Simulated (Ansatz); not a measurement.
Relaxation of CH4BCl (7 atoms, charge 0, multiplicity 1), to a largest force component of 0.03 eV/Å in at most 50 steps.

Method: RKS B3LYP-D4/def2-SVP in Ansatz.

```xyz
7
Properties=species:S:1:pos:R:3
B 0.080 0.022 -1.150
Cl 1.100 -0.026 1.741
H 1.735 0.006 0.562
C -1.434 0.003 -0.904
H -1.717 -0.913 -0.353
H -1.731 0.881 -0.300
H -1.973 0.027 -1.869
```

Q: Where does it end, and by what steps?

A: It converged. The force dipped under the threshold on the way, but the program's further checks kept it going. After 28 steps the energy has fallen by 4.330 eV; H3 moved furthest, 1.55 Å. Parted: Cl2–H3 (1.34 → 2.53 Å). Joined: B1–Cl2 (3.07 → 1.76 Å), B1–H3 (2.38 → 1.20 Å).

| step | energy less start (eV) | largest force component (eV/Å) | accepted |
| --- | --- | --- | --- |
| 0 | 0.0000 | 0.633 | yes |
| 1 | -0.0546 | 0.771 | yes |
| 2 | -0.1374 | 0.261 | yes |
| 3 | -0.1902 | 0.737 | yes |
| 4 | -0.2938 | 0.913 | yes |
| 5 | -0.2953 | 3.526 | yes |
| 6 | -0.6394 | 1.171 | yes |
| 7 | -1.1264 | 2.203 | yes |
| 8 | -1.7647 | 3.004 | yes |
| 9 | -2.4235 | 3.547 | yes |
| 10 | -3.6259 | 2.413 | yes |
| 11 | -4.1476 | 1.921 | yes |
| 12 | -4.2790 | 0.894 | yes |
| 13 | -4.3055 | 0.151 | yes |
| 14 | -4.3066 | 0.035 | yes |
| 15 | -4.3066 | 0.033 | yes |
| 16 | -4.3057 | 0.141 | no |
| 17 | -4.3068 | 0.014 | yes |
| 18 | -4.3079 | 0.130 | yes |
| 19 | -4.3067 | 0.378 | no |
| 20 | -4.3106 | 0.162 | yes |
| 21 | -4.3160 | 0.080 | yes |
| 22 | -4.3192 | 0.252 | yes |
| 23 | -4.3267 | 0.062 | yes |
| 24 | -4.3258 | 0.124 | no |
| 25 | -4.3277 | 0.030 | yes |
| 26 | -4.3287 | 0.114 | yes |
| 27 | -4.3230 | 0.284 | no |
| 28 | -4.3298 | 0.005 | yes |

```xyz
7
Properties=species:S:1:pos:R:3
B 0.240 -0.052 -0.098
Cl 0.700 0.526 1.502
H 1.129 -0.524 -0.760
C -1.229 0.025 -0.609
H -1.599 -1.010 -0.740
H -1.923 0.565 0.050
H -1.257 0.470 -1.620
```

Whether the end is a true minimum wasn't checked by a vibrational analysis.

The run took 51 s on 1 thread of Arm Neoverse V2 (shared host), peak memory 0.13 GiB.
